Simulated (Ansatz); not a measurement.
Geometry optimisation, UKS r2SCAN/6-31G* in Ansatz.

Input:

```yaml
crystal:
  periodic: [false, false, false]
  atoms:
    - { symbol: H, position_ang: [1.050936, -1.430274, -0.858963] }
    - { symbol: O, position_ang: [0.971571, -1.710021, 0.066275] }
    - { symbol: O, position_ang: [-0.721454, -0.028127, -0.652226] }
    - { symbol: C, position_ang: [-0.386535, 1.014114, 0.175857] }
    - { symbol: H, position_ang: [0.0168, -1.873376, 0.138314] }
    - { symbol: H, position_ang: [-0.680721, 0.865912, 1.228736] }
    - { symbol: H, position_ang: [0.685525, 1.265022, 0.111207] }
    - { symbol: H, position_ang: [-0.936123, 1.896851, -0.209201] }
magnetization:
  spin_polarized: true
  initial_magnetization: 1
basis:
  gaussian: { orbitals: "6-31G*" }
hamiltonian:
  xc: r2scan
relax:
  f_tol: 0.03
  max_steps: 50
```

Launched with:

```bash
$ ansatz run input.yaml --threads 2 --pin off --max-ram 3072MiB --backend cpu --events-out ev --progress --plain --runs-dir out
```

Task: Where does it end, and by what steps?

Result: The run converged. The force dipped under the threshold on the way, but the program's further checks kept it going. After 13 steps the energy has fallen by 0.006 eV; H1 moved furthest, 0.21 Å.

```tsv
step	energy less start (eV)	largest force component (eV/Å)	accepted
0	0.0000	0.058	yes
1	-0.0022	0.070	yes
2	-0.0032	0.079	yes
3	-0.0039	0.064	yes
4	-0.0044	0.059	yes
5	-0.0045	0.034	yes
6	-0.0046	0.013	yes
7	-0.0048	0.062	yes
8	-0.0046	0.213	no
9	-0.0048	0.132	no
10	-0.0053	0.023	yes
11	-0.0058	0.025	yes
12	0.0013	0.655	no
13	-0.0062	0.026	yes
```

```xyz
8
Properties=species:S:1:pos:R:3
H 1.158 -1.592 -0.788
O 0.891 -1.761 0.128
O -0.637 0.011 -0.718
C -0.365 1.028 0.162
H -0.079 -1.735 0.061
H -0.543 0.761 1.217
H 0.649 1.446 0.034
H -1.075 1.842 -0.097
```

Time of the run: 9.5 s on 2 threads of AMD EPYC 9R45 96-Core Processor (Zen 5) (shared host), peak memory 0.18 GiB.
